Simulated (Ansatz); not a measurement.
Cartesian coordinates in Å:
```
Al -0.890 -1.551 0.162
C -0.645 0.379 0.259
Si 1.051 0.951 -0.274
H -1.429 -2.213 -1.176
H -0.534 -2.457 1.416
H -1.380 0.877 -0.383
H -0.802 0.720 1.288
H 1.318 0.538 -1.681
H 2.100 0.327 0.581
H 1.212 2.428 -0.192
```

Total charge 0; spin multiplicity 1.

Q: List the CAM-B3LYP/def2-TZVPP orbital energies in eV (Ansatz). (An estimate is asked.)

A: Ansatz gave: Occupied: -1800.80, -1526.28, -278.19, -145.38, -114.34, -100.70, -100.70, -100.69, -75.10, -74.87, -74.86, -21.02, -16.20, -13.32, -13.20, -11.51, -10.88, -10.69, -9.85, -9.42. Lowest empty: -0.58, 1.10, 1.93, 2.35, 2.57, 2.81, 2.98, 3.24.
